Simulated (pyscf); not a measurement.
Thermochemistry of product channels of `[CH2]=[C]=[NH]` on the singlet surface, in eV, from CCSD(T)/def2-TZVPP + ΔMP2(QZVPP) energies (ideal gas, 1 atm, RRHO with modes under 100 cm⁻¹ raised to 100, one conformer, R ln 2 for rigid chiral ones). Structures and frequencies: ωB97X-D3(BJ)/def2-SVP in PySCF. Correlated levels are frozen-core, on RHF or UHF. ΔMP2 is the change of the MP2 total energy from the triple- to the quadruple-zeta basis.

| products | ΔE | ΔH(298 K) | ΔG(298 K) | ΔG(600 K) |
|---|---|---|---|---|
| `[CH]1=[N][CH2]1` | +0.87 | +0.90 | +0.91 | … |
| `[CH]#[C][NH2]` | +0.62 | +0.65 | +0.64 | … |

Task: Complete the blanks.

Result: 
- `[CH]1=[N][CH2]1`, ΔG(600 K): +0.94
- `[CH]#[C][NH2]`, ΔG(600 K): +0.63

These are energies of the channels, which say nothing of barriers. H₂C=C=NH lies 1.13 eV over its isomer H₃C–C≡N, and others may lie lower still (electronic energy, ωB97M-D3(BJ)). cyclic C₂H₃N (SMILES C1=NC1) lies 2.05 eV over its isomer H₃C–C≡N, and others may lie lower still (electronic energy, ωB97M-D3(BJ)). The CCSD(T) − MP2 part came from Ansatz, without density fitting, on the same reference.
